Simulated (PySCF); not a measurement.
**Which determinant of S₂ lies lowest?**

Unrestricted PBE0; PySCF, no relativity, basis sets S def2-TZVP. Outer shells of the fragments: S 3s2 3p4; S 3s2 3p4.

Followed along the bond (rough minima from three points):

```json
{"2Ms+1": "3", "unpaired": "π ↑↑", "⟨S²⟩ at the start": "2.01", "R at minimum (Å)": "1.89", "Te (eV)": "0.00"}
{"2Ms+1": "1", "unpaired": "π ↑↓", "⟨S²⟩ at the start": "1.01", "R at minimum (Å)": "1.89", "Te (eV)": "0.23"}
{"2Ms+1": "1", "unpaired": "none", "⟨S²⟩ at the start": "0.00", "R at minimum (Å)": "1.89", "Te (eV)": "1.08"}
{"2Ms+1": "5", "unpaired": "σ ↑, π ↑↑↑", "⟨S²⟩ at the start": "6.01", "R at minimum (Å)": "none in the scan", "Te (eV)": "≤ 4.84"}
```

Solutions found at the starting distance of 1.970 Å, counted from the lowest of them; the search is not exhaustive and high or unbound solutions are not listed, so other states can lie among these:

```tsv
2Ms+1	unpaired	term	E (eV)	⟨S²⟩	⟨Lz²⟩
3	π ↑↑	³Σ⁻	0.00	2.01	0.00
1	π ↑↓	mixed	0.23	1.01	2.03
1	none	mixed	1.07	0.00	2.01
3	π ↑↑	mixed	2.90	2.01	2.02
3	σ ↑, π ↑	³Π	4.43	2.02	1.01
3	σ ↑, π ↑	³Π	4.47	2.01	1.01
1	σ ↓, π ↑	mixed	4.72	1.01	1.01
1	σ ↓, π ↑	mixed	4.76	1.02	1.01
5	σ ↑, π ↑↑↑	⁵Π	5.78	6.01	1.01
3	σ ↑, π ↑↑↓	mixed	6.40	3.02	3.05
5	σ ↑↑, π ↑↑	⁵Σ⁻	6.86	6.01	0.00
1	σ ↓↓, π ↑↑	mixed	8.05	2.02	0.00
5	σ ↑↑, π ↑↑	mixed	9.72	6.01	2.03
```

A term symbol is given only where ⟨S²⟩ and ⟨Lz²⟩ are close to those of a pure state; real π, δ and φ orbitals otherwise mix terms, and g/u labels are left off.

The measured ground state is X ³Σg- (Huber and Herzberg, Constants of Diatomic Molecules (1979)).

Counting both spins, an empty level lies below a filled one in some of these solutions, because spin and occupation are held.
